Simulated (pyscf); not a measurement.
Thermochemistry of product channels of H₂B–O–GeH₃ + ammonia (NH₃) on the singlet surface, in kJ/mol, from CCSD(T)/def2-TZVPP + ΔMP2(QZVPP) energies (ideal gas, 1 atm, RRHO with modes under 100 cm⁻¹ raised to 100, one conformer, R ln 2 for chiral ones without a mode under 150 cm⁻¹). PySCF, gas phase, ωB97X-D3(BJ)/def2-SVP geometries. Correlated levels are frozen-core, on RHF or UHF. ΔMP2 is the change of the MP2 total energy from the triple- to the quadruple-zeta basis.

```csv
products,ΔE,ΔH(298 K),ΔG(900 K),ΔG(1200 K)
H₂N–GeH₃ + H₂B–OH,___,+28.0,+19.0,___
HO–GeH₃ + H₂B–NH₂,+3.0,+4.0,+0.4,-0.8
```

### Question
Fill in the missing entries.

### Answer

- H₂N–GeH₃ + H₂B–OH, ΔE: +27.4
- H₂N–GeH₃ + H₂B–OH, ΔG(1200 K): +16.0

These are energies of the channels, which say nothing of barriers. The CCSD(T) − MP2 part came from Ansatz, without density fitting, on the same reference. The frozen core leaves the outer d or s,p core shells of the metals and heavy elements correlated in the MP2 and CC values, and def2-TZVPP describes them poorly, which can shift differences by a few kcal/mol. Elements up to Kr have no core potential and no relativistic terms here.
